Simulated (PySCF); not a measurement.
Molecule: SMILES C(C)CCCO, C5H12O.

Geometry:
```json
{"atom": "C1", "x (Å)": "2.744", "y (Å)": "0.203", "z (Å)": "0.437"}
{"atom": "C2", "x (Å)": "1.418", "y (Å)": "0.639", "z (Å)": "-0.167"}
{"atom": "C3", "x (Å)": "0.253", "y (Å)": "-0.263", "z (Å)": "0.215"}
{"atom": "C4", "x (Å)": "-1.075", "y (Å)": "0.160", "z (Å)": "-0.390"}
{"atom": "C5", "x (Å)": "-2.239", "y (Å)": "-0.733", "z (Å)": "0.004"}
{"atom": "O6", "x (Å)": "-3.445", "y (Å)": "-0.375", "z (Å)": "-0.614"}
{"atom": "H7", "x (Å)": "3.014", "y (Å)": "-0.815", "z (Å)": "0.115"}
{"atom": "H8", "x (Å)": "2.698", "y (Å)": "0.198", "z (Å)": "1.538"}
{"atom": "H9", "x (Å)": "3.565", "y (Å)": "0.874", "z (Å)": "0.143"}
{"atom": "H10", "x (Å)": "1.190", "y (Å)": "1.674", "z (Å)": "0.144"}
{"atom": "H11", "x (Å)": "1.503", "y (Å)": "0.671", "z (Å)": "-1.268"}
{"atom": "H12", "x (Å)": "0.164", "y (Å)": "-0.294", "z (Å)": "1.317"}
{"atom": "H13", "x (Å)": "0.481", "y (Å)": "-1.300", "z (Å)": "-0.093"}
{"atom": "H14", "x (Å)": "-1.009", "y (Å)": "0.175", "z (Å)": "-1.492"}
{"atom": "H15", "x (Å)": "-1.303", "y (Å)": "1.200", "z (Å)": "-0.086"}
{"atom": "H16", "x (Å)": "-2.029", "y (Å)": "-1.771", "z (Å)": "-0.305"}
{"atom": "H17", "x (Å)": "-2.333", "y (Å)": "-0.754", "z (Å)": "1.110"}
{"atom": "H18", "x (Å)": "-3.654", "y (Å)": "0.527", "z (Å)": "-0.352"}
```

Geometry PBE0-D3(BJ)/def2-SVP throughout; GIAO in PySCF 2.14, gas phase, one conformer, non-relativistic; equivalent atoms averaged; functional PBE0.

For orientation, aug-cc-pVDZ gives these absolute shieldings σ: C5 131.7, C4 155.8, C3 164.3, C2 167.7, C1 179.4, H10/H11 30.04, H7/H8/H9 30.38, H12/H13 30.29, H18 31.78 ppm.

A run gave: C5 115.6, C4 142.5, C3 151.7, C2 155.6, C1 167.2, H10/H11 30.06, H7/H8/H9 30.43, H12/H13 30.31, H18 31.73 ppm (absolute shieldings σ).

Problem. Which basis set was used in that run?
A. 6-31G
B. IGLO-III
C. def2-SVP
D. STO-3G

Solution. B. C5 tells them apart best: IGLO-III gives 115.6, def2-SVP gives 131.4, STO-3G gives 180.4, 6-31G gives 137.8 ppm.
